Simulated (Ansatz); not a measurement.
# Tantalum, bcc: r²SCAN0 at the r²SCAN geometry

How do the levels change when part of the exchange is made exact, and what does it cost? Spin polarisation is left out. The geometry was relaxed under r²SCAN beforehand and is kept. Exact exchange is dear, so the k-mesh is coarse, and r²SCAN is run on the same mesh for comparison.

Method: DFT, plane waves (500 eV) with PBE-made PAW files, scalar-relativistic; functionals as named at each step, in Ansatz 0.2.0.

## Step 1: Starting point

Symmetry: Im-3m, No. 229, cubic system. The conventional cell has a = 3.307 Å, b = 3.307 Å, c = 3.307 Å, α = 90.00°, β = 90.00°, γ = 90.00°. Ta (site symmetry m-3m) has 8 Ta at 2.86 Å as nearest neighbours.

Coordinates:

```
CELL_PARAMETERS angstrom
-1.65336 1.65336 1.65336
1.65336 -1.65336 1.65336
1.65336 1.65336 -1.65336
ATOMIC_POSITIONS crystal
Ta 0.00000 0.00000 0.00000
```

## Step 2: r²SCAN, coarse mesh

The run with r²SCAN.

input.yaml reads:

```yaml
crystal:
  lattice:
    - [-1.6533592486, 1.6533592486, 1.6533592486]
    - [1.6533592486, -1.6533592486, 1.6533592486]
    - [1.6533592486, 1.6533592486, -1.6533592486]
  atoms:
    - { symbol: Ta, position: [0.0, 0.0, 0.0] }
hamiltonian:
  xc: r2scan
  pseudopotentials:
    kind: paw
    azcp:
      Ta: "pseudopotentials/Ta.paw.azcp"
basis:
  ecutwfc: 500
  fft_grid_basis: typed
kpoints:
  mp_grid: { grid: [7, 7, 7], shift: [0, 0, 0] }
magnetization:
  spin_polarized: false
scf:
  occupations: { method: fermi_dirac, width: 0.1 }
```

## Step 3: r²SCAN0, coarse mesh

The run with r²SCAN0.

Changes to input.yaml since step 2:

```diff
@@ -8,3 +8,3 @@
 hamiltonian:
-  xc: r2scan
+  xc: r2scan0
   pseudopotentials:
```

(Steps that only read results are left out.)

Q: Predict the outcome of this session. Wanted: r²SCAN: gap; r²SCAN0: gap.

**Answer**, as computed:

```
                             quantity                         value
                          r²SCAN: gap  none (levels filled in part)
                         r²SCAN0: gap  none (levels filled in part)
  r²SCAN0: SCF cycles, exchange loops                         17, 2
r²SCAN0: CPU time over that of r²SCAN                            33
```

**Reading.** Both r²SCAN and r²SCAN0 leave levels filled in part. The hybrid took 33 times as much CPU time as r²SCAN on the same settings. The exchange operator of r²SCAN0 was renewed in 2 outer loops. Absolute energies differ from functional to functional, by eV per atom at times, and say nothing by themselves.
